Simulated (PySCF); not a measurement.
A search over the determinants of MgAl

Unrestricted PBE0; Mg def2-TZVP, Al def2-TZVP; no relativity (PySCF 2.14). Outer shells of the fragments: Mg 3s2; Al 3s2 3p1.

Followed along the bond (rough minima from three points):

```json
{"2Ms+1": "2", "unpaired": "π ↑", "⟨S²⟩ at the start": "0.77", "R at minimum (Å)": "2.90", "Te (eV)": "0.00"}
{"2Ms+1": "2", "unpaired": "σ ↑", "⟨S²⟩ at the start": "0.76", "R at minimum (Å)": "3.27", "Te (eV)": "0.23"}
{"2Ms+1": "4", "unpaired": "σ ↑, π ↑↑", "⟨S²⟩ at the start": "3.76", "R at minimum (Å)": "2.51", "Te (eV)": "1.24"}
{"2Ms+1": "4", "unpaired": "σ ↑↑, π ↑", "⟨S²⟩ at the start": "3.75", "R at minimum (Å)": "2.74", "Te (eV)": "1.30"}
{"2Ms+1": "2", "unpaired": "σ ↑, π ↑↓", "⟨S²⟩ at the start": "1.78", "R at minimum (Å)": "2.52", "Te (eV)": "1.62"}
```

Solutions found at the starting distance of 2.550 Å, counted from the lowest of them; the search is not exhaustive and high or unbound solutions are not listed, so other states can lie among these:

```tsv
2Ms+1	unpaired	term	E (eV)	⟨S²⟩	⟨Lz²⟩	μ (D)
2	π ↑	²Π	0.00	0.77	1.01	-1.50
2	σ ↑	²Σ⁺	0.64	0.76	0.00	0.85
4	σ ↑, π ↑↑	⁴Σ⁻	1.07	3.76	0.00	-2.54
4	σ ↑↑, π ↑	⁴Π	1.21	3.75	1.01	-0.40
2	σ ↑, π ↑↓	mixed	1.45	1.78	2.03	-2.48
2	σ ↓, π ↑↑	mixed	1.52	1.78	0.00	-2.55
2	σ ↑	mixed	2.05	0.81	2.00	-2.13
4	σ ↑, π ↑↑	mixed	3.02	3.77	2.01	0.04
2	π ↑	²Π	4.32	0.80	1.06	-3.44
```

A term symbol is given only where ⟨S²⟩ and ⟨Lz²⟩ are close to those of a pure state; real π, δ and φ orbitals otherwise mix terms. A positive dipole means Mg(−)Al(+).

Question: Compare the gap between the two lowest followed solutions at the starting distance with the gap between their minima.

Answer: At PBE0 the second solution (doublet, unpaired electrons σ ↑) lies +0.64 eV from the first (doublet, unpaired electrons π ↑) at 2.550 Å and +0.23 eV at the minima; the two curves relax by different amounts, since their minima lie near 3.27 and 2.90 Å.

Counting both spins, an empty level lies below a filled one in some of these solutions, because spin and occupation are held.
